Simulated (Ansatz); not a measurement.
## Ansatz (development build ahead of 0.2.0) run

```yaml
crystal:
  periodic: [false, false, false]
  atoms:
    - { symbol: P, position_ang: [0.0, 0.0, 0.0] }
    - { symbol: O, position_ang: [0.0, 0.0, 2.664] }
basis:
  gaussian: { orbitals: def2-SVP }
magnetization:
  spin_polarized: true
  initial_magnetization: 1
hamiltonian:
  xc: pbe0
scf:
  omitted_lower_state_checks: [stability, starts, atomic_configurations, cluster_reference, orbital_swaps, given_window_search, neighbouring_geometries, increment]
output:
  forces: true
```

The input is written out in the form of the current development build from the run's settings.

Results

```
Converged                       : yes
Total energy                    : -415.94400 hartree
Spin squared of the determinant : 2.339
```

Forces (eV/Å):
```
atom     Fx     Fy      Fz
  P1  0.000  0.000   1.597
  O2  0.000  0.000  -1.597
```

This is not the lowest solution: another run reaches a determinant 0.62 eV lower. Caution: the unrestricted determinant is a mixture of spin states.
